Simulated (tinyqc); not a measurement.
Inside a calculation (part 2 of 2). Method: UHF in the sto-3g basis, for BH2, spin multiplicity 2. Computed by tinyqc, a small Python program that keeps every step (integrals from PySCF). Command: `OMP_NUM_THREADS=1 python tinyqc.py 27067 27068 out.jsonl` (the two numbers bound the seeds that draw the settings). One thread of a shared host (Intel(R) Xeon(R) Processor @ 2.60GHz), about 0.2 s of CPU time with the checks.

Geometry (angstrom):
```
atom       x        y       z
B     0.0000   0.0000  0.0000
H     0.0000   1.5170  0.6160
H     0.0000  -1.5170  0.6160
```

## Iteration 2: building the Fock matrix

D(alpha) after iteration 1, order 1B 1s, 1B 2s, 1B 2px, 1B 2py, 1B 2pz, 2H 1s, 3H 1s:
$$\begin{pmatrix}
1.0788 & -0.2995 & 0.0000 & 0.0000 & 0.0589 & 0.0318 & 0.0318 \\
-0.2995 & 1.1538 & 0.0000 & 0.0000 & -0.2495 & -0.2028 & -0.2028 \\
0.0000 & 0.0000 & 0.0000 & 0.0000 & 0.0000 & 0.0000 & 0.0000 \\
0.0000 & 0.0000 & 0.0000 & 0.1086 & 0.0000 & 0.1912 & -0.1912 \\
0.0589 & -0.2495 & 0.0000 & 0.0000 & 0.1502 & 0.2396 & 0.2396 \\
0.0318 & -0.2028 & 0.0000 & 0.1912 & 0.2396 & 0.7702 & 0.0969 \\
0.0318 & -0.2028 & 0.0000 & -0.1912 & 0.2396 & 0.0969 & 0.7702
\end{pmatrix}$$

D(beta) after iteration 1, order 1B 1s, 1B 2s, 1B 2px, 1B 2py, 1B 2pz, 2H 1s, 3H 1s:
$$\begin{pmatrix}
1.0470 & -0.1732 & 0.0000 & 0.0000 & -0.0048 & -0.0755 & -0.0755 \\
-0.1732 & 0.6528 & 0.0000 & 0.0000 & 0.0196 & 0.2214 & 0.2214 \\
0.0000 & 0.0000 & 0.0000 & 0.0000 & 0.0000 & 0.0000 & 0.0000 \\
0.0000 & 0.0000 & 0.0000 & 0.1195 & 0.0000 & 0.1977 & -0.1977 \\
-0.0048 & 0.0196 & 0.0000 & 0.0000 & 0.0006 & 0.0066 & 0.0066 \\
-0.0755 & 0.2214 & 0.0000 & 0.1977 & 0.0066 & 0.4026 & -0.2518 \\
-0.0755 & 0.2214 & 0.0000 & -0.1977 & 0.0066 & -0.2518 & 0.4026
\end{pmatrix}$$

core Hamiltonian H = T + V (hartree), order 1B 1s, 1B 2s, 1B 2px, 1B 2py, 1B 2pz, 2H 1s, 3H 1s:
$$\begin{pmatrix}
-12.9675 & -3.3614 & 0.0000 & 0.0000 & -0.0074 & -0.3101 & -0.3101 \\
-3.3614 & -4.0553 & 0.0000 & 0.0000 & -0.0731 & -0.9384 & -0.9384 \\
0.0000 & 0.0000 & -3.2191 & 0.0000 & 0.0000 & 0.0000 & 0.0000 \\
0.0000 & 0.0000 & 0.0000 & -3.3241 & 0.0000 & -0.9023 & 0.9023 \\
-0.0074 & -0.0731 & 0.0000 & 0.0000 & -3.2364 & -0.3732 & -0.3732 \\
-0.3101 & -0.9384 & 0.0000 & -0.9023 & -0.3732 & -2.2534 & -0.0657 \\
-0.3101 & -0.9384 & 0.0000 & 0.9023 & -0.3732 & -0.0657 & -2.2534
\end{pmatrix}$$

nuclear repulsion = 3.406431 hartree

Given earlier and not repeated: Two-electron integrals (ij|kl) in chemists' order.

J_ij = sum D_kl (ij|kl) with D = D(alpha) + D(beta), K_ij = sum D_kl (ik|jl) for each spin; F = H + J - K(s); E = tr D H + tr D J / 2 - 0.5 sum_s tr D(s) K(s) + E_nn.

Coulomb J (hartree), order 1B 1s, 1B 2s, 1B 2px, 1B 2py, 1B 2pz, 2H 1s, 3H 1s:
$$\begin{pmatrix}
8.3689 & 1.6950 & 0.0000 & 0.0000 & 0.0024 & 0.1540 & 0.1540 \\
1.6950 & 3.5717 & 0.0000 & 0.0000 & 0.0602 & 0.8385 & 0.8385 \\
0.0000 & 0.0000 & 3.5089 & 0.0000 & 0.0000 & 0.0000 & 0.0000 \\
0.0000 & 0.0000 & 0.0000 & 3.6519 & 0.0000 & 0.8794 & -0.8794 \\
0.0024 & 0.0602 & 0.0000 & 0.0000 & 3.5408 & 0.3612 & 0.3612 \\
0.1540 & 0.8385 & 0.0000 & 0.8794 & 0.3612 & 2.6433 & 0.0519 \\
0.1540 & 0.8385 & 0.0000 & -0.8794 & 0.3612 & 0.0519 & 2.6433
\end{pmatrix}$$

exchange K(alpha) (hartree), order 1B 1s, 1B 2s, 1B 2px, 1B 2py, 1B 2pz, 2H 1s, 3H 1s:
$$\begin{pmatrix}
2.9750 & 0.5306 & 0.0000 & 0.0000 & -0.0002 & 0.0509 & 0.0509 \\
0.5306 & 0.6657 & 0.0000 & 0.0000 & -0.0730 & 0.2085 & 0.2085 \\
0.0000 & 0.0000 & 0.1494 & 0.0000 & 0.0000 & 0.0000 & 0.0000 \\
0.0000 & 0.0000 & 0.0000 & 0.3739 & 0.0000 & 0.2421 & -0.2421 \\
-0.0002 & -0.0730 & 0.0000 & 0.0000 & 0.2929 & 0.1218 & 0.1218 \\
0.0509 & 0.2085 & 0.0000 & 0.2421 & 0.1218 & 0.6902 & 0.0140 \\
0.0509 & 0.2085 & 0.0000 & -0.2421 & 0.1218 & 0.0140 & 0.6902
\end{pmatrix}$$

exchange K(beta) (hartree), order 1B 1s, 1B 2s, 1B 2px, 1B 2py, 1B 2pz, 2H 1s, 3H 1s:
$$\begin{pmatrix}
2.9506 & 0.5294 & 0.0000 & 0.0000 & 0.0004 & 0.0477 & 0.0477 \\
0.5294 & 0.5535 & 0.0000 & 0.0000 & 0.0529 & 0.2296 & 0.2296 \\
0.0000 & 0.0000 & 0.1124 & 0.0000 & 0.0000 & 0.0000 & 0.0000 \\
0.0000 & 0.0000 & 0.0000 & 0.3536 & 0.0000 & 0.2257 & -0.2257 \\
0.0004 & 0.0529 & 0.0000 & 0.0000 & 0.1230 & 0.0551 & 0.0551 \\
0.0477 & 0.2296 & 0.0000 & 0.2257 & 0.0551 & 0.4828 & -0.0204 \\
0.0477 & 0.2296 & 0.0000 & -0.2257 & 0.0551 & -0.0204 & 0.4828
\end{pmatrix}$$

F(alpha) (hartree), order 1B 1s, 1B 2s, 1B 2px, 1B 2py, 1B 2pz, 2H 1s, 3H 1s:
$$\begin{pmatrix}
-7.5736 & -2.1970 & 0.0000 & 0.0000 & -0.0047 & -0.2071 & -0.2071 \\
-2.1970 & -1.1493 & 0.0000 & 0.0000 & 0.0601 & -0.3084 & -0.3084 \\
0.0000 & 0.0000 & 0.1404 & 0.0000 & 0.0000 & 0.0000 & 0.0000 \\
0.0000 & 0.0000 & 0.0000 & -0.0460 & 0.0000 & -0.2650 & 0.2650 \\
-0.0047 & 0.0601 & 0.0000 & 0.0000 & 0.0115 & -0.1338 & -0.1338 \\
-0.2071 & -0.3084 & 0.0000 & -0.2650 & -0.1338 & -0.3004 & -0.0279 \\
-0.2071 & -0.3084 & 0.0000 & 0.2650 & -0.1338 & -0.0279 & -0.3004
\end{pmatrix}$$

F(beta) (hartree), order 1B 1s, 1B 2s, 1B 2px, 1B 2py, 1B 2pz, 2H 1s, 3H 1s:
$$\begin{pmatrix}
-7.5491 & -2.1958 & 0.0000 & 0.0000 & -0.0053 & -0.2039 & -0.2039 \\
-2.1958 & -1.0371 & 0.0000 & 0.0000 & -0.0658 & -0.3296 & -0.3296 \\
0.0000 & 0.0000 & 0.1774 & 0.0000 & 0.0000 & 0.0000 & 0.0000 \\
0.0000 & 0.0000 & 0.0000 & -0.0257 & 0.0000 & -0.2487 & 0.2487 \\
-0.0053 & -0.0658 & 0.0000 & 0.0000 & 0.1814 & -0.0671 & -0.0671 \\
-0.2039 & -0.3296 & 0.0000 & -0.2487 & -0.0671 & -0.0930 & 0.0066 \\
-0.2039 & -0.3296 & 0.0000 & 0.2487 & -0.0671 & 0.0066 & -0.0930
\end{pmatrix}$$

total energy of this density = -25.145515 hartree

## Iteration 2: DIIS over 2 matrices

error matrix X^T (FDS - SDF) X (alpha):
$$\begin{pmatrix}
0.0000 & 0.0000 & -0.0731 & 0.0000 & -0.0717 & 0.0000 & -0.0111 \\
0.0000 & 0.0000 & 0.0000 & 0.0000 & 0.0000 & -0.0784 & 0.0000 \\
0.0731 & 0.0000 & 0.0000 & 0.0000 & -0.0205 & 0.0000 & -0.0058 \\
0.0000 & 0.0000 & 0.0000 & 0.0000 & 0.0000 & 0.0000 & 0.0000 \\
0.0717 & 0.0000 & 0.0205 & 0.0000 & 0.0000 & 0.0000 & -0.0026 \\
0.0000 & 0.0784 & 0.0000 & 0.0000 & 0.0000 & 0.0000 & 0.0000 \\
0.0111 & 0.0000 & 0.0058 & 0.0000 & 0.0026 & 0.0000 & 0.0000
\end{pmatrix}$$

B (overlaps of the stored error matrices):
$$\begin{pmatrix}
1.7377000e-01 & 1.5503606e-02 \\
1.5503606e-02 & 8.8831723e-02
\end{pmatrix}$$

Minimise |sum c_i e_i|^2 with sum c_i = 1: solve [B -1; -1 0][c; lambda] = [0; -1] with B_ij = tr e_i^T e_j summed over both spins, and take F = sum c_i F_i.

DIIS coefficients: [0.3166, 0.6834]

extrapolated F(alpha) (hartree), order 1B 1s, 1B 2s, 1B 2px, 1B 2py, 1B 2pz, 2H 1s, 3H 1s:
$$\begin{pmatrix}
-7.6107 & -2.2011 & 0.0000 & 0.0000 & -0.0041 & -0.2085 & -0.2085 \\
-2.2011 & -1.1430 & 0.0000 & 0.0000 & 0.0314 & -0.3223 & -0.3223 \\
0.0000 & 0.0000 & 0.1572 & 0.0000 & 0.0000 & 0.0000 & 0.0000 \\
0.0000 & 0.0000 & 0.0000 & 0.0022 & 0.0000 & -0.2445 & 0.2445 \\
-0.0041 & 0.0314 & 0.0000 & 0.0000 & 0.0646 & -0.1176 & -0.1176 \\
-0.2085 & -0.3223 & 0.0000 & -0.2445 & -0.1176 & -0.2786 & -0.0353 \\
-0.2085 & -0.3223 & 0.0000 & 0.2445 & -0.1176 & -0.0353 & -0.2786
\end{pmatrix}$$

extrapolated F(beta) (hartree), order 1B 1s, 1B 2s, 1B 2px, 1B 2py, 1B 2pz, 2H 1s, 3H 1s:
$$\begin{pmatrix}
-7.3214 & -2.1508 & 0.0000 & 0.0000 & -0.0043 & -0.2014 & -0.2014 \\
-2.1508 & -1.0030 & 0.0000 & 0.0000 & -0.0527 & -0.3160 & -0.3160 \\
0.0000 & 0.0000 & 0.2043 & 0.0000 & 0.0000 & 0.0000 & 0.0000 \\
0.0000 & 0.0000 & 0.0000 & 0.0434 & 0.0000 & -0.2195 & 0.2195 \\
-0.0043 & -0.0527 & 0.0000 & 0.0000 & 0.2034 & -0.0663 & -0.0663 \\
-0.2014 & -0.3160 & 0.0000 & -0.2195 & -0.0663 & -0.0956 & -0.0086 \\
-0.2014 & -0.3160 & 0.0000 & 0.2195 & -0.0663 & -0.0086 & -0.0956
\end{pmatrix}$$

## Iteration 2: diagonalisation and new density

X, order 1B 1s, 1B 2s, 1B 2px, 1B 2py, 1B 2pz, 2H 1s, 3H 1s:
$$\begin{pmatrix}
-0.4794 & 0.0000 & 0.6839 & 0.0000 & -0.5382 & 0.0000 & 0.3128 \\
0.9495 & 0.0000 & -0.2206 & 0.0000 & -0.2054 & 0.0000 & 0.5365 \\
0.0000 & 0.0000 & 0.0000 & 1.0000 & 0.0000 & 0.0000 & 0.0000 \\
0.0000 & 0.9295 & 0.0000 & 0.0000 & 0.0000 & 0.6002 & 0.0000 \\
0.2997 & 0.0000 & 0.6591 & 0.0000 & 0.6958 & 0.0000 & 0.1653 \\
-0.5828 & -0.6705 & -0.2915 & 0.0000 & 0.2329 & 0.4160 & 0.3509 \\
-0.5828 & 0.6705 & -0.2915 & 0.0000 & 0.2329 & -0.4160 & 0.3509
\end{pmatrix}$$

overlap S, order 1B 1s, 1B 2s, 1B 2px, 1B 2py, 1B 2pz, 2H 1s, 3H 1s:
$$\begin{pmatrix}
1.0000 & 0.2693 & 0.0000 & 0.0000 & 0.0000 & 0.0245 & 0.0245 \\
0.2693 & 1.0000 & 0.0000 & 0.0000 & 0.0000 & 0.2752 & 0.2752 \\
0.0000 & 0.0000 & 1.0000 & 0.0000 & 0.0000 & 0.0000 & 0.0000 \\
0.0000 & 0.0000 & 0.0000 & 1.0000 & 0.0000 & 0.3000 & -0.3000 \\
0.0000 & 0.0000 & 0.0000 & 0.0000 & 1.0000 & 0.1218 & 0.1218 \\
0.0245 & 0.2752 & 0.0000 & 0.3000 & 0.1218 & 1.0000 & 0.0170 \\
0.0245 & 0.2752 & 0.0000 & -0.3000 & 0.1218 & 0.0170 & 1.0000
\end{pmatrix}$$

A level shift of 0.5 hartree raises the virtual space: F + shift (S - S D(s) S), with D(s) the density of one spin. Diagonalise F' = X^T F X, C = X C', fill 4 alpha and 3 beta electrons from the bottom; D(s) = C_occ C_occ^T. Each column has its largest component positive (the first on a tie).

F' = X^T F X (alpha) (hartree):
$$\begin{pmatrix}
-0.2230 & 0.0000 & 1.5050 & 0.0000 & -0.7981 & 0.0000 & 0.7588 \\
0.0000 & 0.8568 & 0.0000 & 0.0000 & 0.0000 & 0.2736 & 0.0000 \\
1.5050 & 0.0000 & -2.6057 & 0.0000 & 2.8866 & 0.0000 & -2.0067 \\
0.0000 & 0.0000 & 0.0000 & 0.6572 & 0.0000 & 0.0000 & 0.0000 \\
-0.7981 & 0.0000 & 2.8866 & 0.0000 & -2.5485 & 0.0000 & 2.1099 \\
0.0000 & 0.2736 & 0.0000 & 0.0000 & 0.0000 & -0.2918 & 0.0000 \\
0.7588 & 0.0000 & -2.0067 & 0.0000 & 2.1099 & 0.0000 & -2.2426
\end{pmatrix}$$

orbital energies (alpha) (hartree): MO1 -7.6143, MO2 -0.6106, MO3 -0.3536, MO4 -0.1491, MO5 0.6572, MO6 0.7542, MO7 0.9186

coefficients C (alpha), order 1B 1s, 1B 2s, 1B 2px, 1B 2py, 1B 2pz, 2H 1s, 3H 1s:
$$\begin{pmatrix}
0.9932 & -0.2564 & 0.0000 & -0.1530 & 0.0000 & -0.0971 & 0.0000 \\
0.0248 & 0.8334 & 0.0000 & 0.6381 & 0.0000 & 0.4217 & 0.0000 \\
0.0000 & 0.0000 & 0.0000 & 0.0000 & 1.0000 & 0.0000 & 0.0000 \\
0.0000 & 0.0000 & 0.3805 & 0.0000 & 0.0000 & 0.0000 & 1.0389 \\
0.0010 & 0.0002 & 0.0000 & -0.4653 & 0.0000 & 0.9051 & 0.0000 \\
-0.0031 & 0.2524 & 0.5536 & -0.5739 & 0.0000 & -0.4571 & -0.5623 \\
-0.0031 & 0.2524 & -0.5536 & -0.5739 & 0.0000 & -0.4571 & 0.5623
\end{pmatrix}$$

F' = X^T F X (beta) (hartree):
$$\begin{pmatrix}
0.2383 & 0.0000 & 1.3590 & 0.0000 & -1.1034 & 0.0000 & 0.5942 \\
0.0000 & 0.9745 & 0.0000 & 0.0000 & 0.0000 & 0.2020 & 0.0000 \\
1.3590 & 0.0000 & -2.3917 & 0.0000 & 2.8967 & 0.0000 & -1.9625 \\
0.0000 & 0.0000 & 0.0000 & 0.7043 & 0.0000 & 0.0000 & 0.0000 \\
-1.1034 & 0.0000 & 2.8967 & 0.0000 & -2.0943 & 0.0000 & 2.1574 \\
0.0000 & 0.2020 & 0.0000 & 0.0000 & 0.0000 & -0.2017 & 0.0000 \\
0.5942 & 0.0000 & -1.9625 & 0.0000 & 2.1574 & 0.0000 & -2.0670
\end{pmatrix}$$

orbital energies (beta) (hartree): MO1 -7.3267, MO2 -0.4883, MO3 -0.2354, MO4 0.6496, MO5 0.7043, MO6 0.8506, MO7 1.0082

coefficients C (beta), order 1B 1s, 1B 2s, 1B 2px, 1B 2py, 1B 2pz, 2H 1s, 3H 1s:
$$\begin{pmatrix}
0.9917 & -0.2561 & 0.0000 & 0.1305 & 0.0000 & -0.1379 & 0.0000 \\
0.0302 & 0.8172 & 0.0000 & -0.5191 & 0.0000 & 0.5849 & 0.0000 \\
0.0000 & 0.0000 & 0.0000 & 0.0000 & 1.0000 & 0.0000 & 0.0000 \\
0.0000 & 0.0000 & 0.4390 & 0.0000 & 0.0000 & 0.0000 & 1.0156 \\
0.0017 & 0.0496 & 0.0000 & 0.7214 & 0.0000 & 0.7161 & 0.0000 \\
-0.0043 & 0.2630 & 0.5207 & 0.3907 & 0.0000 & -0.6166 & -0.5929 \\
-0.0043 & 0.2630 & -0.5207 & 0.3907 & 0.0000 & -0.6166 & 0.5929
\end{pmatrix}$$

D(alpha) after iteration 2, order 1B 1s, 1B 2s, 1B 2px, 1B 2py, 1B 2pz, 2H 1s, 3H 1s:
$$\begin{pmatrix}
1.0757 & -0.2868 & 0.0000 & 0.0000 & 0.0722 & 0.0200 & 0.0200 \\
-0.2868 & 1.1023 & 0.0000 & 0.0000 & -0.2967 & -0.1559 & -0.1559 \\
0.0000 & 0.0000 & 0.0000 & 0.0000 & 0.0000 & 0.0000 & 0.0000 \\
0.0000 & 0.0000 & 0.0000 & 0.1448 & 0.0000 & 0.2106 & -0.2106 \\
0.0722 & -0.2967 & 0.0000 & 0.0000 & 0.2165 & 0.2671 & 0.2671 \\
0.0200 & -0.1559 & 0.0000 & 0.2106 & 0.2671 & 0.6995 & 0.0866 \\
0.0200 & -0.1559 & 0.0000 & -0.2106 & 0.2671 & 0.0866 & 0.6995
\end{pmatrix}$$

D(beta) after iteration 2, order 1B 1s, 1B 2s, 1B 2px, 1B 2py, 1B 2pz, 2H 1s, 3H 1s:
$$\begin{pmatrix}
1.0490 & -0.1793 & 0.0000 & 0.0000 & -0.0110 & -0.0717 & -0.0717 \\
-0.1793 & 0.6687 & 0.0000 & 0.0000 & 0.0406 & 0.2148 & 0.2148 \\
0.0000 & 0.0000 & 0.0000 & 0.0000 & 0.0000 & 0.0000 & 0.0000 \\
0.0000 & 0.0000 & 0.0000 & 0.1927 & 0.0000 & 0.2286 & -0.2286 \\
-0.0110 & 0.0406 & 0.0000 & 0.0000 & 0.0025 & 0.0130 & 0.0130 \\
-0.0717 & 0.2148 & 0.0000 & 0.2286 & 0.0130 & 0.3403 & -0.2020 \\
-0.0717 & 0.2148 & 0.0000 & -0.2286 & 0.0130 & -0.2020 & 0.3403
\end{pmatrix}$$

## Iteration 17 (converged): orbitals

converged F(alpha) (hartree), order 1B 1s, 1B 2s, 1B 2px, 1B 2py, 1B 2pz, 2H 1s, 3H 1s:
$$\begin{pmatrix}
-7.3988 & -2.1703 & 0.0000 & 0.0000 & -0.0065 & -0.2046 & -0.2046 \\
-2.1703 & -1.0420 & 0.0000 & 0.0000 & 0.1085 & -0.3244 & -0.3244 \\
0.0000 & 0.0000 & 0.2410 & 0.0000 & 0.0000 & 0.0000 & 0.0000 \\
0.0000 & 0.0000 & 0.0000 & -0.0158 & 0.0000 & -0.2710 & 0.2710 \\
-0.0065 & 0.1085 & 0.0000 & 0.0000 & -0.1083 & -0.1346 & -0.1346 \\
-0.2046 & -0.3244 & 0.0000 & -0.2710 & -0.1346 & -0.2506 & -0.0231 \\
-0.2046 & -0.3244 & 0.0000 & 0.2710 & -0.1346 & -0.0231 & -0.2506
\end{pmatrix}$$

converged F(beta) (hartree), order 1B 1s, 1B 2s, 1B 2px, 1B 2py, 1B 2pz, 2H 1s, 3H 1s:
$$\begin{pmatrix}
-7.3760 & -2.1560 & 0.0000 & 0.0000 & -0.0068 & -0.2020 & -0.2020 \\
-2.1560 & -0.8973 & 0.0000 & 0.0000 & -0.1553 & -0.3285 & -0.3285 \\
0.0000 & 0.0000 & 0.2802 & 0.0000 & 0.0000 & 0.0000 & 0.0000 \\
0.0000 & 0.0000 & 0.0000 & -0.0069 & 0.0000 & -0.2652 & 0.2652 \\
-0.0068 & -0.1553 & 0.0000 & 0.0000 & 0.2846 & -0.1001 & -0.1001 \\
-0.2020 & -0.3285 & 0.0000 & -0.2652 & -0.1001 & -0.1549 & -0.0111 \\
-0.2020 & -0.3285 & 0.0000 & 0.2652 & -0.1001 & -0.0111 & -0.1549
\end{pmatrix}$$

Diagonalise F' = X^T F X, C = X C', fill 4 alpha and 3 beta electrons from the bottom; D(s) = C_occ C_occ^T. Each column has its largest component positive (the first on a tie).

F' = X^T F X (alpha) (hartree):
$$\begin{pmatrix}
-0.2125 & 0.0000 & 1.2813 & 0.0000 & -0.9039 & 0.0000 & 0.7609 \\
0.0000 & 0.4572 & 0.0000 & 0.0000 & 0.0000 & 0.1267 & 0.0000 \\
1.2813 & 0.0000 & -2.8048 & 0.0000 & 2.5574 & 0.0000 & -1.9880 \\
0.0000 & 0.0000 & 0.0000 & 0.2410 & 0.0000 & 0.0000 & 0.0000 \\
-0.9039 & 0.0000 & 2.5574 & 0.0000 & -2.6979 & 0.0000 & 2.0422 \\
0.0000 & 0.1267 & 0.0000 & 0.0000 & 0.0000 & -0.3550 & 0.0000 \\
0.7609 & 0.0000 & -1.9880 & 0.0000 & 2.0422 & 0.0000 & -2.1690
\end{pmatrix}$$

orbital energies (alpha) (hartree): MO1 -7.4039, MO2 -0.5467, MO3 -0.3743, MO4 -0.2657, MO5 0.2410, MO6 0.3319, MO7 0.4765

coefficients C (alpha), order 1B 1s, 1B 2s, 1B 2px, 1B 2py, 1B 2pz, 2H 1s, 3H 1s:
$$\begin{pmatrix}
0.9919 & -0.2499 & 0.0000 & 0.0929 & 0.0000 & -0.1739 & 0.0000 \\
0.0296 & 0.7915 & 0.0000 & -0.3896 & 0.0000 & 0.7079 & 0.0000 \\
0.0000 & 0.0000 & 0.0000 & 0.0000 & 1.0000 & 0.0000 & 0.0000 \\
0.0000 & 0.0000 & 0.4534 & 0.0000 & 0.0000 & 0.0000 & 1.0092 \\
0.0013 & -0.1089 & 0.0000 & 0.7648 & 0.0000 & 0.6625 & 0.0000 \\
-0.0040 & 0.2923 & 0.5122 & 0.3789 & 0.0000 & -0.6107 & -0.6002 \\
-0.0040 & 0.2923 & -0.5122 & 0.3789 & 0.0000 & -0.6107 & 0.6002
\end{pmatrix}$$

F' = X^T F X (beta) (hartree):
$$\begin{pmatrix}
-0.1436 & 0.0000 & 1.1883 & 0.0000 & -1.0623 & 0.0000 & 0.7220 \\
0.0000 & 0.5260 & 0.0000 & 0.0000 & 0.0000 & 0.0847 & 0.0000 \\
1.1883 & 0.0000 & -2.5557 & 0.0000 & 2.7952 & 0.0000 & -2.0436 \\
0.0000 & 0.0000 & 0.0000 & 0.2802 & 0.0000 & 0.0000 & 0.0000 \\
-1.0623 & 0.0000 & 2.7952 & 0.0000 & -2.3827 & 0.0000 & 2.0091 \\
0.0000 & 0.0847 & 0.0000 & 0.0000 & 0.0000 & -0.3171 & 0.0000 \\
0.7220 & 0.0000 & -2.0436 & 0.0000 & 2.0091 & 0.0000 & -2.1239
\end{pmatrix}$$

orbital energies (beta) (hartree): MO1 -7.3806, MO2 -0.4736, MO3 -0.3255, MO4 0.2651, MO5 0.2802, MO6 0.3833, MO7 0.5344

coefficients C (beta), order 1B 1s, 1B 2s, 1B 2px, 1B 2py, 1B 2pz, 2H 1s, 3H 1s:
$$\begin{pmatrix}
0.9924 & -0.2262 & 0.0000 & -0.2059 & 0.0000 & -0.0821 & 0.0000 \\
0.0278 & 0.7068 & 0.0000 & 0.8012 & 0.0000 & 0.3715 & 0.0000 \\
0.0000 & 0.0000 & 0.0000 & 0.0000 & 1.0000 & 0.0000 & 0.0000 \\
0.0000 & 0.0000 & 0.5052 & 0.0000 & 0.0000 & 0.0000 & 0.9843 \\
0.0023 & 0.1798 & 0.0000 & -0.4642 & 0.0000 & 0.8876 & 0.0000 \\
-0.0039 & 0.3315 & 0.4803 & -0.4988 & 0.0000 & -0.4933 & -0.6261 \\
-0.0039 & 0.3315 & -0.4803 & -0.4988 & 0.0000 & -0.4933 & 0.6261
\end{pmatrix}$$

D(alpha) after iteration 17, order 1B 1s, 1B 2s, 1B 2px, 1B 2py, 1B 2pz, 2H 1s, 3H 1s:
$$\begin{pmatrix}
1.0549 & -0.2046 & 0.0000 & 0.0000 & 0.0995 & -0.0418 & -0.0418 \\
-0.2046 & 0.7790 & 0.0000 & 0.0000 & -0.3841 & 0.0836 & 0.0836 \\
0.0000 & 0.0000 & 0.0000 & 0.0000 & 0.0000 & 0.0000 & 0.0000 \\
0.0000 & 0.0000 & 0.0000 & 0.2056 & 0.0000 & 0.2322 & -0.2322 \\
0.0995 & -0.3841 & 0.0000 & 0.0000 & 0.5968 & 0.2580 & 0.2580 \\
-0.0418 & 0.0836 & 0.0000 & 0.2322 & 0.2580 & 0.4914 & -0.0333 \\
-0.0418 & 0.0836 & 0.0000 & -0.2322 & 0.2580 & -0.0333 & 0.4914
\end{pmatrix}$$

D(beta) after iteration 17, order 1B 1s, 1B 2s, 1B 2px, 1B 2py, 1B 2pz, 2H 1s, 3H 1s:
$$\begin{pmatrix}
1.0360 & -0.1322 & 0.0000 & 0.0000 & -0.0384 & -0.0788 & -0.0788 \\
-0.1322 & 0.5003 & 0.0000 & 0.0000 & 0.1272 & 0.2342 & 0.2342 \\
0.0000 & 0.0000 & 0.0000 & 0.0000 & 0.0000 & 0.0000 & 0.0000 \\
0.0000 & 0.0000 & 0.0000 & 0.2553 & 0.0000 & 0.2427 & -0.2427 \\
-0.0384 & 0.1272 & 0.0000 & 0.0000 & 0.0323 & 0.0596 & 0.0596 \\
-0.0788 & 0.2342 & 0.0000 & 0.2427 & 0.0596 & 0.3406 & -0.1208 \\
-0.0788 & 0.2342 & 0.0000 & -0.2427 & 0.0596 & -0.1208 & 0.3406
\end{pmatrix}$$

## Convergence

Stop when the energy changes by less than 1e-08 hartree and every element of the error matrix X^T (F D S - S D F) X (for each spin) is below 3e-05.

Course of the cycle:
```
iteration  E (hartree)     change  largest element of the error matrix
1           -25.035036          -                             1.58e-01
2           -25.145515  -1.10e-01                             1.53e-01
3           -25.191732  -4.62e-02                             9.21e-02
4           -25.220192  -2.85e-02                             4.25e-02
5           -25.236082  -1.59e-02                             2.53e-02
6           -25.240069  -3.99e-03                             1.48e-02
7           -25.241302  -1.23e-03                             9.23e-03
8           -25.242072  -7.70e-04                             5.64e-03
9           -25.242660  -5.87e-04                             3.44e-03
10          -25.242913  -2.53e-04                             2.06e-03
11          -25.242976  -6.27e-05                             1.17e-03
12          -25.242992  -1.63e-05                             6.37e-04
13          -25.242995  -3.45e-06                             3.29e-04
14          -25.242996  -6.99e-07                             1.61e-04
15          -25.242996  -1.47e-07                             7.76e-05
16          -25.242996  -3.25e-08                             3.69e-05
17          -25.242996  -7.27e-09                             1.78e-05
```

PySCF UHF in the same basis, after a stability check = -25.242996 hartree

Converged in 17 iterations.

## Populations, bond orders and dipole

Mulliken: Z minus the diagonal of D S on the atom; Loewdin: the same with S^(1/2) D S^(1/2); Mayer order: 2 sum_s sum (D(s) S)_ij (D(s) S)_ji over the two atoms.

Charges (e):
```
atom  Mulliken  Loewdin  Mulliken spin
1B      0.1901   0.1842         0.7344
2H     -0.0950  -0.0921         0.1328
3H     -0.0950  -0.0921         0.1328
```

Mayer bond orders:
```
pair   order
2-1   0.9421
3-1   0.9421
3-2   0.0313
```

dipole moment about the origin, x y z (debye): [0.0000, 0.0000, -0.1487]

<S^2> of the determinant (pure state: 0.75) = 0.7614
